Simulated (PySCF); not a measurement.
PySCF input (M06-2X/6-311+G**):

```python
from pyscf import gto, dft

mol = gto.M(
    atom='''
    N    -0.00000000    0.00000000    0.00000000
    H    -0.01073378    1.02502493   -0.03038898
    H     0.89333025   -0.50366246    0.00006664
    H    -0.88259648   -0.52136248    0.03032234
    ''',
    basis='6-311+g**',
    charge=1,
    spin=1,
    verbose=4,
)

mf = dft.UKS(mol, xc='m062x')
mf.grids.level = 4
mf.conv_tol = 1e-9
mf.max_cycle = 100
mf.max_memory = 1500
mf.kernel()
if not mf.converged:
    mf = mf.newton()
    mf.kernel(mf.make_rdm1())
mo, _, stable, _ = mf.stability(return_status=True)
if not stable:
    mf.kernel(mf.make_rdm1(mo, mf.mo_occ))
    stable = mf.stability(return_status=True)[2]
mf.dip_moment()
```

Problem. Predict the final energy.

Solution. -56.17134 Eh.
